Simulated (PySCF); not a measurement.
**Atomic charges by several schemes**

Species: C₄H₄F (charge +1).
Numbering: `[F:1][CH2:2][c+:3]1[cH:4][cH:5]1` (hydrogens: H6, H7 on C2; H8 on C4; H9 on C5)

Geometry (PBE0-D3(BJ)/def2-SVP, Å), atoms numbered from 1 in this order:
```
atom  x, y, z in Å
F1     1.9332    0.1404   -1.0308
C2     1.3031   -0.3026    0.0676
C3    -0.1280    0.0184    0.0209
C4    -1.1867    0.5744   -0.6517
C5    -1.3897    0.0021    0.5612
H6     1.3962   -1.4020    0.1760
H7     1.7230    0.1483    0.9886
H8    -1.5732    1.0971   -1.5305
H9    -2.0667   -0.2706    1.3753
```

Density: PBE0/pcSseg-1 (PySCF); schemes: Mulliken, IAO, Hirshfeld and ESP-fitted. Isolated species at its PBE0-D3(BJ)/def2-SVP geometry (one conformer only).

Problem. Atoms with like bonding are taken together and averaged. For which atoms does the sign change between the 4 schemes (beyond +0.03 e in one, beyond −0.03 e in another)?

Solution. For none.

Problem. At which atom do the 4 schemes differ most?

Solution. At C2: from +0.031 (IAO) to +0.252 e (Mulliken), 0.221 e apart.

Problem. Tabulate the Mulliken, IAO, Hirshfeld and ESP-fitted charges.

Solution. In e; atoms taken as equivalent share a row and are averaged (×n: the atom named and its like, n in all):

| atom | environment | Mulliken | IAO | Hirshfeld | ESP-fitted |
| --- | --- | --- | --- | --- | --- |
| F1 | alkyl fluorine | -0.260 | -0.264 | -0.061 | -0.162 |
| C2 | sp3 C–F carbon | +0.252 | +0.031 | +0.081 | +0.061 |
| C3 | unsaturated ring carbon | +0.023 | +0.181 | +0.153 | +0.204 |
| C4/C5 | unsaturated ring CH carbon | +0.104 | +0.055 | +0.145 | +0.047 |
| H6/H7 | methylene hydrogen | +0.197 | +0.215 | +0.106 | +0.159 |
| H8/H9 | hydrogen on C4 | +0.192 | +0.256 | +0.163 | +0.243 |

Mean size of the charges over all atoms: IAO 0.170 e, Mulliken 0.169 e, ESP-fitted 0.155 e, Hirshfeld 0.125 e. Each set sums to the total charge, 1, to within 0.001 e. The ESP scheme is a least-squares fit of atom-centred charges to the potential on four shells outside the van der Waals surface, with the total charge fixed.

Some averages cover members that differ in this geometry: C4/C5, ESP-fitted -0.034 to +0.128; H8/H9, ESP-fitted +0.222 to +0.264 e.

Problem. Sum the charges by element, for elements with more than one atom.

Solution. 
| element | atoms | Mulliken | IAO | Hirshfeld | ESP-fitted |
| --- | --- | --- | --- | --- | --- |
| C | 4 | +0.482 | +0.321 | +0.523 | +0.359 |
| H | 4 | +0.778 | +0.943 | +0.538 | +0.804 |

Problem. How closely do the schemes follow one another over all atoms?

Solution. Correlation coefficient and root-mean-square difference: IAO with ESP-fitted 0.93, 0.059 e; IAO with Hirshfeld 0.85, 0.106 e; Hirshfeld with ESP-fitted 0.80, 0.085 e; Mulliken with IAO 0.79, 0.099 e; Mulliken with Hirshfeld 0.72, 0.109 e; Mulliken with ESP-fitted 0.70, 0.108 e.
